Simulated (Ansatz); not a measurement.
Input file:

```yaml
crystal:
  periodic: [false, false, false]
  atoms:
    - {symbol: Zr, position_ang: [0.000000, 0.000000, 0.000000]}
    - {symbol: C, position_ang: [0.000000, 0.000000, 3.407000]}
basis:
  gaussian: {orbitals: def2-SVP}
total_charge: 1
magnetization: {spin_polarized: false, initial_magnetization: 5}
correlation: {method: fic_mrcisd_q, electrons: outside_noble_gas, active_space: {window: {electrons: 7, orbitals: 10}, shells: [{species: C, l: s, shell: 2}, {species: C, l: p, shell: 2}, {species: Zr, l: s, shell: 5}, {species: Zr, l: d, shell: 4}]}}
```

```sh
$ ansatz run in.yaml --threads 1 --pin off --events-out ev --progress --plain --max-ram 4096MiB --backend cpu
```

Output:

```
786 factors; integrals over basis functions are off by at most 1.3e-7 eV
mean field evaluation 1: about -2274.1834 eV, gradient 2.2e1 eV
mean field evaluation 2: about -2274.2341 eV, gradient 2.2e1 eV
mean field evaluation 4: about -2251.5810 eV, gradient 3.9e1 eV
mean field evaluation 8: about -2280.2690 eV, gradient 5.3e0 eV
mean field evaluation 16: about -2282.3153 eV, gradient 7.7e-1 eV
mean field evaluation 32: about -2282.3911 eV, gradient 5.3e-1 eV
mean field evaluation 64: about -2274.1834 eV, gradient 2.2e1 eV
mean field evaluation 96: about -2282.5768 eV, gradient 1.6e-1 eV
mean field evaluation 128: about -2277.2934 eV, gradient 1.4e1 eV
mean field evaluation 160: about -2282.4246 eV, gradient 3.3e-6 eV
...
mean field evaluation 768: about -2279.7714 eV, gradient 6.1e0 eV
mean field -2282.59578876 eV, -83.8838480378 hartree, gradient 2.4e-6 eV, S^2 8.750000; 35 other end points of the search recorded, 0 dependent functions left out
reference -2282.59578876 eV, -83.8838480378 hartree; 11, 6 occupied and 34, 39 virtual orbitals, 786 factors
state -2283.14822619 eV, -83.9041497391 hartree
contracted CI cycle   1: correlation 0.00000000 eV, 0.0000000000 hartree, residual 1.07e1 eV
contracted CI cycle   2: correlation -1.83471936 eV, -0.0674246927 hartree, residual 1.69e0 eV
contracted CI cycle   3: correlation -1.89013413 eV, -0.0694611482 hartree, residual 3.63e-1 eV
contracted CI cycle   4: correlation -1.89308553 eV, -0.0695696100 hartree, residual 1.02e-1 eV
contracted CI cycle   5: correlation -1.89335357 eV, -0.0695794604 hartree, residual 2.79e-2 eV
contracted CI cycle   6: correlation -1.89337865 eV, -0.0695803820 hartree, residual 1.12e-2 eV
contracted CI cycle   7: correlation -1.89338162 eV, -0.0695804910 hartree, residual 4.09e-3 eV
contracted CI cycle   8: correlation -1.89338202 eV, -0.0695805057 hartree, residual 1.41e-3 eV
contracted CI cycle   9: correlation -1.89338206 eV, -0.0695805073 hartree, residual 3.90e-4 eV
state -2283.14822619 eV, -83.9041497391 hartree; corrected -2285.11405295 eV, -83.9763925400 hartree
Total energy: -2285.11405295 eV, -83.9763925400 hartree
Checks for a lower state left out: starts, orbital_swaps
```

Natural occupations: 1.9527 0.9978 0.8860 0.8390 0.7026 0.7026 0.3150 0.3150 0.1965 0.0928.

Ran on 1 thread of AMD EPYC 7R13, shared host: 14 s wall, 0.54 GiB peak host memory.
